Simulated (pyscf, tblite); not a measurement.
F–CH•–F + silane (SiH₄) → F–CH(F)–SiH₃ + H atom (H•): energy along the mass-weighted descent from the GFN2-xTB with spin polarisation saddle (tblite), relative to the relaxed reactant side, a complex of the molecules.

```
s (amu^1/2 bohr) | E (kcal/mol)
    -2.73 | ############ 1.6
    -2.65 | ############ 1.6
    -2.54 | ############ 1.7
    -2.43 | ############# 1.7
    -2.33 | ############# 1.8
    -2.17 | ############## 1.9
    -1.98 | ############### 2.1
    -1.70 | ################## 2.4
   -0.719 | ############################ 3.8
    0.360 | ############################## 4.1
    0.757 | ######################### 3.5
     1.24 | #################### 2.7
     1.65 | ############### 2.1
     1.98 | ############ 1.6
     2.24 | ########## 1.4
```

Question: The GFN2-xTB with spin polarisation barrier from the reactant side is 18.5 kJ/mol. What does ωB97X-D3(BJ) (PySCF) give from its own reactant-side minimum, in def2-SVP and in def2-TZVP?

Answer: 90.0 kJ/mol in the double-zeta basis after reoptimising the saddle, and 88.4 kJ/mol in the triple-zeta single point, so the tight-binding barrier lies 69.9 kJ/mol under the latter. The imaginary mode goes from 527i to 628i cm⁻¹.
